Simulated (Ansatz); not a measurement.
# BSiHO (triplet): the correlation ladder at distance O2–Si3 = 3.038 Å, cc-pVDZ

One table from this session's results is given with a row withheld; the runs are named, their logs left out.

Computed with Ansatz 0.2.0, Gaussian basis. Level: cc-pVDZ, core rule «outside noble gas», up to 7 orbitals frozen.

The runs, in order: UHF; CCSD(T) on ROHF; CCSD(T) on UHF; BCCD(T) on ROHF; CISD; CCSDT(Q) on ROHF; CCSDT(Q) on UHF; CASSCF and MRCISD+Q, 4 electrons in 4 orbitals; CASSCF and NEVPT2, 4 electrons in 4 orbitals.

13 further runs of the same task are left out: 12 that didn't finish, 1 set aside as unsound or not needed.

## The system

The geometry derives from a PBE0/def2-TZVP stationary point (not a proven minimum). One bond is set to the value named and the two fragments are kept rigid.

4 atoms, charge 0, spin multiplicity 3.

Atoms are counted from 1 here; the program's logs count them from 0.

Bond lengths: B1–O2 1.301 Å, B1–H4 1.196 Å. Angles: O2–B1–H4 128.4°.

Set-up of the first run:

The input, in.yaml:

```yaml
crystal:
  periodic: [false, false, false]
  atoms:
    - {symbol: B, position_ang: [0.000007, -0.301381, 1.200636]}
    - {symbol: O, position_ang: [-0.000023, -0.183397, -0.095256]}
    - {symbol: Si, position_ang: [0.000016, -0.079548, -3.131480]}
    - {symbol: H, position_ang: [-0.000001, 0.564326, 2.026099]}
basis:
  gaussian: {orbitals: cc-pVDZ}
magnetization: {spin_polarized: true, initial_magnetization: 2}
hamiltonian: {xc: hf}
output: {orbitals: {seedname: orbitals}}
```

Command:

```console
$ ansatz run in.yaml --threads 1 --pin off --events-out ev --progress --plain --max-ram 2393MiB
```

Steps of the session up to this table: UHF; CCSD(T) on ROHF; CCSD(T) on UHF; BCCD(T) on ROHF; CISD; CCSDT(Q) on ROHF; CCSDT(Q) on UHF; CASSCF and MRCISD+Q, 4 electrons in 4 orbitals; CASSCF and NEVPT2, 4 electrons in 4 orbitals.

One table of the session follows, with a row left open; its other results are not shown here.

| method | from UCCSDT(Q) (meV) |
| --- | --- |
| ROHF | +10205.2 |
| UHF | +10097.8 |
| RMP2 | +1073.8 |
| UMP2 | +1297.0 |
| CISD | +1522.2 |
| RCCSD | +455.2 |
| UCCSD | +456.0 |
| RCCSD(T) | +76.4 |
| UCCSD(T) | +94.1 |
| BCCD(T) | +77.3 |
| RCCSDT | +47.3 |
| UCCSDT | +46.1 |
| RCCSDT(Q) | ? |
| UCCSDT(Q) | 0 |
| CASSCF pair | +9262.4 |
| NEVPT2 pair | +1196.1 |
| MRCISD pair | +1306.5 |
| MRCISD+Q pair | +290.7 |

Estimate the missing values for RCCSDT(Q).

The run gave: from UCCSDT(Q) (meV): +20.0. In the column «from UCCSDT(Q) (meV)» it lies between UCCSDT(Q) (0) and UCCSDT (+46.1).

Limits of these values: Restricted and unrestricted rows rest on different reference determinants; where their highest levels disagree by more than a few hundredths of an eV, they describe different states and don't form one ladder.
